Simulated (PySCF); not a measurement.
**How well do the runs reproduce experiment for acetyl fluoride?**

**Experimental background.**

From NIST CCCBDB Release 22 (SRD 101), experimental dipoles, for the gas: dipole moment (microwave Stark effect) 2.96 D.

The runs below try to reproduce these values; the comparison stands at the end.

Acetyl fluoride, C₂H₃FO.
SMILES with atom numbers: `[CH3:1][C:2](=[O:3])[F:4]` (hydrogens: H5, H6, H7 on C1)

Geometry (PBE0-D3(BJ)/def2-SVP, Å), atoms numbered from 1 in this order:
```
atom  x, y, z in Å
C1    -0.639   -0.071   -0.121
C2     0.836   -0.039    0.104
O3     1.640   -0.866   -0.154
F4     1.207    1.126    0.663
H5    -1.168    0.208    0.800
H6    -0.944   -1.068   -0.458
H7    -0.900    0.676   -0.886
```

Runs made with PySCF (gas phase, on this PBE0-D3(BJ)/def2-SVP geometry; no spin–orbit coupling):

| level | job | basis functions | wall time |
| --- | --- | --- | --- |
| PBE0-D3(BJ)/def2-SVP, grid level 1 | geometry optimisation from a GFN2-xTB start shaken at random | 71 | 8.5 s |
| B3LYP/pcSseg-2 | shieldings | 186 | 8.3 s |
| B97-D/pcSseg-2 | shieldings | 186 | 14 s |
| BLYP/pcSseg-2 | shieldings | 186 | 13 s |
| HF/pcSseg-2 | shieldings | 186 | 4.0 s |
| KT2/pcSseg-2 | shieldings | 186 | 14 s |
| KT3/pcSseg-2 | shieldings | 186 | 14 s |
| LDA/pcSseg-2 | shieldings | 186 | 11 s |
| OPBE/pcSseg-2 | shieldings | 186 | 14 s |
| PBE/pcSseg-2 | shieldings | 186 | 13 s |
| PBE0/pcSseg-2 | shieldings | 186 | 8.1 s |
| mPW1PW91/pcSseg-2 | shieldings | 186 | 8.3 s |

Hardware: one thread of an Arm Neoverse V1 (shared host).

Results beside the measurements:

**Dipole moment.** Measured: 2.96 D (NIST CCCBDB Release 22 (SRD 101), experimental dipoles).

```csv
level,computed (D),computed − measured (D),% (from the printed values)
PBE0-D3(BJ)/def2-SVP,2.84,-0.12,-4
B3LYP/pcSseg-2,3.01,+0.05,+2
B97-D/pcSseg-2,2.90,-0.06,-2
BLYP/pcSseg-2,2.90,-0.06,-2
HF/pcSseg-2,3.33,+0.37,+12
KT2/pcSseg-2,2.92,-0.04,-1
KT3/pcSseg-2,2.88,-0.08,-3
LDA/pcSseg-2,2.98,+0.02,+1
OPBE/pcSseg-2,2.84,-0.12,-4
PBE/pcSseg-2,2.88,-0.08,-3
PBE0/pcSseg-2,3.01,+0.05,+2
mPW1PW91/pcSseg-2,3.02,+0.06,+2
```

12 of the 13 levels run are shown, the closest and the furthest among them. Closest is LDA/pcSseg-2 (+0.02 D), furthest HF/pcSseg-2 (+0.37 D); one molecule doesn't rank methods. The computed dipoles belong to one fixed geometry; measured ones are averaged over vibrations unless marked μe. Magnitudes are compared, not signs.

No measured geometry was used, and the causes of the misses weren't examined.
